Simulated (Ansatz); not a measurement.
Geometry optimisation, UKS B3LYP-D4/6-31G* in Ansatz.

input.yaml

```yaml
crystal:
  periodic: [false, false, false]
  atoms:
    - { symbol: O, position_ang: [-0.3408, -1.3101, -0.1468] }
    - { symbol: Si, position_ang: [0.3719, 0.1664, 0.1599] }
    - { symbol: S, position_ang: [-1.0548, 1.6377, -0.4682] }
    - { symbol: H, position_ang: [-1.197, -1.119, -0.5442] }
    - { symbol: H, position_ang: [0.43724, -1.91527, -0.05454] }
    - { symbol: H, position_ang: [0.6439, 0.3007, 1.6107] }
magnetization:
  spin_polarized: true
  initial_magnetization: 1
basis:
  gaussian: { orbitals: "6-31G*" }
hamiltonian:
  xc: b3lyp
  dispersion: d4
relax:
  f_tol: 0.02
  max_steps: 50
```

Launched with:

```bash
$ ansatz run input.yaml --threads 1 --pin off --max-ram 2048MiB --backend cpu --events-out ev --progress --plain --runs-dir out
```

Question: Where does it end, and by what steps?

Answer: The forces met the threshold. After 9 steps the energy has fallen by 1.777 eV; H5 moved furthest, 0.62 Å.

| step | energy less start (eV) | largest force component (eV/Å) | accepted |
| --- | --- | --- | --- |
| 0 | 0.0000 | 6.630 | yes |
| 1 | -0.7836 | 3.285 | yes |
| 2 | -1.3745 | 1.811 | yes |
| 3 | -1.5951 | 2.186 | yes |
| 4 | -1.7083 | 1.093 | yes |
| 5 | -1.7709 | 0.302 | yes |
| 6 | -1.7754 | 0.100 | yes |
| 7 | -1.7764 | 0.045 | yes |
| 8 | -1.7765 | 0.024 | yes |
| 9 | -1.7766 | 0.018 | yes |

```xyz
6
Properties=species:S:1:pos:R:3
O -0.273 -1.463 0.087
Si 0.533 0.488 0.251
S -0.948 1.520 -0.642
H -1.155 -1.239 -0.278
H 0.187 -1.954 -0.618
H 0.516 0.409 1.756
```

Run time: 37 s on 1 thread of Arm Neoverse V2 (shared host), peak memory 0.14 GiB.
